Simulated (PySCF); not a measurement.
# CH6BeO, a complex of two parts: interaction energy

Wanted: the interaction energy for `[BeH2]` with `CO`.

Programs: PySCF 2.14.0. All values are calculated, for the isolated system unless a continuum is named. Atoms count from 0, parts from 1.

## Step 1: Starting point

9 atoms, charge 0, multiplicity 1; geometry: GFN2-xTB. Parts: 1 = atoms 0–2, `[BeH2]`, charge 0; 2 = atoms 3–8, `CO`, charge 0.

## Step 2: Geometry optimisation at PBE0-D3(BJ)/def2-SVPD

What the job is given:

```
{"job": {"xc": "PBE0", "basis": "def2-SVPD", "d3": "d3bj", "grid": 2, "kind": "geom", "shake": 0.01}, "charge": 0, "multiplicity": 1, "parts": [{"atoms": "0-2", "charge": 0, "multiplicity": 1}, {"atoms": "3-8", "charge": 0, "multiplicity": 1}]}
Be    -0.305648     0.094893    -0.227280
H      0.290220     1.249231    -0.005234
H     -0.661976    -0.939878     0.463635
C     -1.463303    -0.956576    -2.463307
O     -0.806713     0.070408    -1.816907
H     -0.915282    -1.367836    -3.288527
H     -1.646118    -1.733786    -1.713314
H     -2.448183    -0.610225    -2.843233
H     -0.616758     0.816504    -2.373694
```

The run is started by

```bash
$ OMP_NUM_THREADS=1 python cluster_run.py task.json out
```

The driver reads the jobs from task.json and runs them one after another.

**Question.** The jobs that follow are: CCSD(T)/aug-cc-pVDZ and MP2/aug-cc-pVTZ counterpoise interaction energy, frozen core, gas phase. Predict: point group; rotational constants (main isotopes); interaction energy, CCSD(T) limit estimate; MP2/aug-cc-pVTZ; T1 diagnostic.

The runs gave:

| quantity | value |
| --- | --- |
| point group | Cs |
| rotational constants (main isotopes) | 39.73, 8.75, 7.52 GHz |
| interaction energy, CCSD(T) limit estimate | -30.08 kcal/mol |
| MP2/aug-cc-pVTZ | -29.95 kcal/mol |
| T1 diagnostic | 0.0096 |

In words: Relaxing lowered the energy by 0.136 eV in 5 steps; the bond of the start that moved most is Be0–H2, from 1.294 to 1.364 Å. The interaction energy leaves out the deformation of the parts, 7.60 kcal/mol; with it the binding is about -22.48 kcal/mol. The estimate adds CCSD(T) less MP2 in the small basis (+0.30 kcal/mol) to extrapolated MP2. Hartree-Fock gives -27.04 against -30.08 kcal/mol.
